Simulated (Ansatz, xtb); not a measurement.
**C4H4N2: which of two isomers lies lower**

Structure a is `N#CCCC#N`, a singlet and structure b is `c1cnccn1`, a singlet. Both are isolated molecules in the gas phase, relaxed with B3LYP/def2-SVP; each stands in its lowest conformer found.

Quicker runs give these differences E(b) − E(a): GFN2-xTB −1.411 eV; HF/STO-3G +0.280 eV (at GFN2-xTB geometries); r2SCAN-D4/def2-SVP −0.773 eV (at GFN2-xTB geometries).

Task: Estimate E(b) − E(a) at the level CCSD(T)/def2-SVP + ΔMP2/def2-TZVPP.

Result: Not settled: CCSD(T)/def2-SVP + ΔMP2/def2-TZVPP gives E(b) − E(a) = −0.067 eV, but this leans on the basis-set step: CCSD(T) alone gives −0.002 eV.

The same difference at several levels:

| level | geometry | E(b) − E(a) (eV) | departure from the last row (eV) | job, with rough time for the two |
| --- | --- | --- | --- | --- |
| GFN2-xTB | GFN2-xTB | −1.411 | −1.344 | optimisation, 0.12 s |
| HF/STO-3G | GFN2-xTB | +0.280 | +0.347 | single point, 0.3 s |
| r2SCAN-D4/def2-SVP | GFN2-xTB | −0.773 | −0.705 | single point, 3.3 s |
| B3LYP/def2-SVP | B3LYP/def2-SVP | −0.545 | −0.477 | optimisation, 18 s |
| HF/def2-SVP | B3LYP/def2-SVP | +0.023 | +0.090 | part of the CCSD(T) run |
| MP2/def2-SVP | B3LYP/def2-SVP | +0.012 | +0.079 | part of the CCSD(T) run |
| CCSD(T)/def2-SVP | B3LYP/def2-SVP | −0.002 | +0.065 | single point |
| CCSD(T)/def2-SVP + ΔMP2/def2-TZVPP | B3LYP/def2-SVP | −0.067 |  | single point, 26 s |

As drawn, b has 2 C∷C, 4 C∷N in place of 2 C≡N, 3 C–C (∷ is an aromatic bond). Structure a has no ring, b a 6-membered ring (with an aromatic ring).

HF/STO-3G, HF/def2-SVP put the two in the other order. MP2/def2-SVP, CCSD(T)/def2-SVP find them nearly level. The largest departure from CCSD(T)/def2-SVP + ΔMP2/def2-TZVPP is that of GFN2-xTB, 1.344 eV. The last row adds to CCSD(T) the change of the MP2 difference between the two basis sets, here −0.065 eV.

With harmonic frequencies from B3LYP/def2-SVP (ideal gas, rigid rotor, one conformer each, 298.15 K, 1 atm): on the last row, ΔE + ΔZPE = +0.030, ΔH = −0.025, ΔG = +0.119 eV.

Tabulated enthalpies of formation at 298 K are 209.7 kJ/mol for a (CRC Handbook of Chemistry and Physics) and 196.1 kJ/mol for b (CRC Handbook of Chemistry and Physics), a difference of −0.141 eV. Calculated less tabulated ΔH, with the same thermal term: GFN2-xTB −1.227, HF/STO-3G +0.463, r2SCAN-D4/def2-SVP −0.589, B3LYP/def2-SVP −0.361, HF/def2-SVP +0.206, MP2/def2-SVP +0.195, CCSD(T)/def2-SVP +0.181, CCSD(T)/def2-SVP + ΔMP2/def2-TZVPP +0.116 eV. Handbook values carry no stated uncertainty, so the miss of the last row may lie with the table, the conformer or the calculation.

The correlated steps freeze 6 core orbitals. Codes used: Ansatz 0.2.0, xtb 6.7.1; the last row on 4 threads of Arm Neoverse N1 on a shared host.
